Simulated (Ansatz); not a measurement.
# singlet PHO: levels of theory in one basis

```xyz
3

H     0.0000    0.3200   -1.2696
P     0.0000   -0.6527   -0.0050
O     0.0000    0.3327    1.2746
```

Basis set: def2-SVP (spherical functions). Left uncorrelated: 6 orbitals. Charge 0, multiplicity 1.

Computed with Ansatz (development build ahead of 0.2.0); each method stands on the lowest determinant of its kind that the runs found.

```json
{"method": "RHF", "E − E(RHF) (eV)": "0.00", "<S²> of the determinant": "0.00"}
{"method": "UHF", "E − E(RHF) (eV)": "-0.48", "<S²> of the determinant": "0.63"}
{"method": "RHF-MP2", "E − E(RHF) (eV)": "-8.74", "<S²> of the determinant": "–"}
{"method": "UHF-MP2", "E − E(RHF) (eV)": "-7.54", "<S²> of the determinant": "0.63"}
{"method": "RHF-CCSD(T)", "E − E(RHF) (eV)": "-9.45", "<S²> of the determinant": "–"}
```

(1) What does UHF-CCSD(T) give on the same scale?

(2) Is a single determinant a sound starting point here?

Answers

(1) -9.38 eV.

(2) It is doubtful. Unrestricted orbitals lower Hartree–Fock by 0.48 eV and <S²> is 0.63 where a pure state has 0.00, a sign of strong static correlation.

Caution for RHF, RHF-MP2, RHF-CCSD(T): an unrestricted determinant lies well below. Caution for UHF, UHF-MP2, UHF-CCSD(T): the unrestricted determinant is spin contaminated. Caution for UHF-MP2, UHF-CCSD(T): a plain start can end on a higher determinant. Caution for UHF-CCSD(T): another reference gives a lower total.
